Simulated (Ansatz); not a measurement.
in.yaml

```yaml
crystal:
  periodic: [false, false, false]
  atoms:
    - {symbol: O, position_ang: [0.000000, 0.000000, 0.000000]}
    - {symbol: H, position_ang: [0.000000, 0.000000, 1.133000]}
basis:
  gaussian: {orbitals: "6-31G*"}
total_charge: 1
magnetization: {spin_polarized: true, initial_magnetization: 0}
correlation: {method: ccsdt_q_b, electrons: valence}
output: {forces: true}
```

```sh
$ ansatz run in.yaml --threads 1 --pin off --events-out ev --progress --plain --max-ram 2393MiB
```

Output:

```
237 factors; integrals over basis functions are off by at most 2.1e-8 eV
mean field evaluation 1: about -2035.4119 eV, gradient 1.2e1 eV
mean field evaluation 2: about -2035.4109 eV, gradient 1.2e1 eV
mean field evaluation 4: about -2036.0149 eV, gradient 4.7e-1 eV
mean field evaluation 8: about -2036.0165 eV, gradient 1.8e-4 eV
mean field evaluation 16: about -2038.5728 eV, gradient 1.3e0 eV
mean field evaluation 32: about -2036.2968 eV, gradient 2.4e0 eV
mean field evaluation 64: about -2036.0165 eV, gradient 2.5e-6 eV
mean field evaluation 96: about -2035.6133 eV, gradient 1.9e0 eV
mean field evaluation 128: about -2035.8594 eV, gradient 5.0e0 eV
mean field evaluation 160: about -2035.3413 eV, gradient 1.0e-1 eV
...
cycle  17  -4.47594446 eV  change    6.6e-6 eV  update   1.3e-6
cycle  18  -4.47594390 eV  change    5.5e-7 eV  update   6.4e-7
cycle  19  -4.47594221 eV  change    1.7e-6 eV  update   2.8e-7
cycle  20  -4.47594218 eV  change    3.7e-8 eV  update   2.2e-7
cycle  21  -4.47594300 eV  change   -8.3e-7 eV  update   9.5e-8
cycle  22  -4.47594373 eV  change   -7.2e-7 eV  update   5.9e-8
cycle  23  -4.47594376 eV  change   -2.7e-8 eV  update   7.2e-8
cycle  24  -4.47594315 eV  change    6.0e-7 eV  update   5.8e-8
cycle  25  -4.47594305 eV  change    9.8e-8 eV  update   8.9e-8
cycle  26  -4.47594305 eV  change    4.2e-9 eV  update   2.9e-8
perturbative correction -0.01909054 eV, -0.0007015645 hartree
WARN: in the space of 9 natural orbitals, full CI finds another state of this spin 0.526 eV below this run's state, or below the method's energy where it doesn't find this run's state
WARN: the results are in doubt because among natural orbitals full CI differs from the method by +2.787 eV
the calculation of the forces begins
Total energy: -2043.09046010 eV, -75.0821895523 hartree
Atom 0 at     0.000000     0.000000     0.000000 Å, force    -0.000000    -0.000000     2.129159 eV/Å
Atom 1 at     0.000000     0.000000     1.133000 Å, force    -0.000000    -0.000000    -2.129159 eV/Å
Dipole moment:    -0.000000    -0.000000     0.482789 e Å
In doubt: among natural orbitals full CI differs from the method by +2.787 eV
```

Forces (eV/Å):
```
O    0.000  0.000  2.129
H    0.000  0.000 -2.129
```

Ran on 1 thread of Intel Xeon, shared host: 12 s wall, 0.14 GiB peak host memory.
